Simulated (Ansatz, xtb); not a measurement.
**Relative energy of two structures of CH5AlSi+**

We compare I, a doublet given by its coordinates, with II, a doublet given by its coordinates. Both are isolated ions in the gas phase, relaxed with B3LYP-D3(BJ)/def2-SVP.

I (Å):

```yaml
atoms:
  - { symbol: C, position_ang: [-2.8974, -1.3678, -2.2594] }
  - { symbol: Al, position_ang: [-1.9313, -2.1949, -0.8207] }
  - { symbol: Si, position_ang: [-1.1479, -3.3356, 1.1227] }
  - { symbol: H, position_ang: [-3.5118, -2.1212, -2.7828] }
  - { symbol: H, position_ang: [-3.5689, -0.5864, -1.8623] }
  - { symbol: H, position_ang: [-2.2095, -0.9058, -2.9869] }
  - { symbol: H, position_ang: [-0.4664, -4.6290, 0.8645] }
  - { symbol: H, position_ang: [-0.5636, -2.4652, 2.1738] }
```

Close contacts (Å): C1–Al2 1.92, Al2–Si3 2.39, C1–H4 1.10, C1–H5 1.10, C1–H6 1.10, Si3–H7 1.48, Si3–H8 1.48.

II (Å):

```yaml
atoms:
  - { symbol: C, position_ang: [-3.0983, -1.7581, -1.6473] }
  - { symbol: Al, position_ang: [-0.0189, -2.2190, 0.3897] }
  - { symbol: Si, position_ang: [-2.0513, -2.9152, -0.6245] }
  - { symbol: H, position_ang: [-3.8046, -1.2220, -0.9900] }
  - { symbol: H, position_ang: [-2.4980, -1.0299, -2.2105] }
  - { symbol: H, position_ang: [-3.6887, -2.3603, -2.3584] }
  - { symbol: H, position_ang: [-2.7509, -3.9592, 0.1695] }
  - { symbol: H, position_ang: [1.4980, -2.0291, 0.7275] }
```

Close contacts (Å): C1–Si3 1.87, Al2–Si3 2.38, C1–H4 1.10, C1–H5 1.10, C1–H6 1.10, Al2–H8 1.57, Si3–H7 1.49.

Quicker runs give these differences E(II) − E(I): GFN2-xTB +11.0 kcal/mol; HF/STO-3G +16.4 kcal/mol (at GFN2-xTB geometries); r2SCAN-D4/def2-SVP +9.0 kcal/mol (at GFN2-xTB geometries).

Question: Estimate E(II) − E(I) at the level CCSD(T)/def2-SVP + ΔMP2/def2-TZVPP.

Answer: Calculated at CCSD(T)/def2-SVP + ΔMP2/def2-TZVPP: E(II) − E(I) = +4.6 kcal/mol, so structure I lies lower.

How the difference moves with the method:

| level | geometry | E(II) − E(I) (kcal/mol) | departure from the last row (kcal/mol) | job, with rough time for the two |
| --- | --- | --- | --- | --- |
| GFN2-xTB | GFN2-xTB | +11.0 | +6.4 | optimisation, 0.37 s |
| HF/STO-3G | GFN2-xTB | +16.4 | +11.8 | single point, 0.54 s |
| r2SCAN-D4/def2-SVP | GFN2-xTB | +9.0 | +4.4 | single point, 7.5 s |
| B3LYP-D3(BJ)/def2-SVP | B3LYP-D3(BJ)/def2-SVP | +4.3 | −0.3 | optimisation, 2.7 min |
| HF/def2-SVP | B3LYP-D3(BJ)/def2-SVP | +5.3 | +0.6 | part of the CCSD(T) run |
| MP2/def2-SVP | B3LYP-D3(BJ)/def2-SVP | +5.5 | +0.9 | part of the CCSD(T) run |
| CCSD(T)/def2-SVP | B3LYP-D3(BJ)/def2-SVP | +5.2 | +0.6 | single point |
| CCSD(T)/def2-SVP + ΔMP2/def2-TZVPP | B3LYP-D3(BJ)/def2-SVP | +4.6 |  | single point, 32 s |

The levels shown agree on the order. The largest departure from CCSD(T)/def2-SVP + ΔMP2/def2-TZVPP is that of HF/STO-3G, 11.8 kcal/mol. The last row adds to CCSD(T) the change of the MP2 difference between the two basis sets, here −0.6 kcal/mol.

With harmonic frequencies from B3LYP-D3(BJ)/def2-SVP (ideal gas, rigid rotor, one conformer each, 298.15 K, 1 atm): on the last row, ΔE + ΔZPE = +4.9 kcal/mol. A mode under 50 cm⁻¹ makes harmonic enthalpies and free energies unreliable, so none is given.

Open shells are spin-unrestricted. The correlated steps freeze 11 core orbitals. Programs: Ansatz 0.2.0, xtb 6.7.1; the last row on 1 thread of Intel(R) Xeon(R) Platinum 8259CL CPU @ 2.50GHz (Skylake/Cascade Lake) on a shared host.
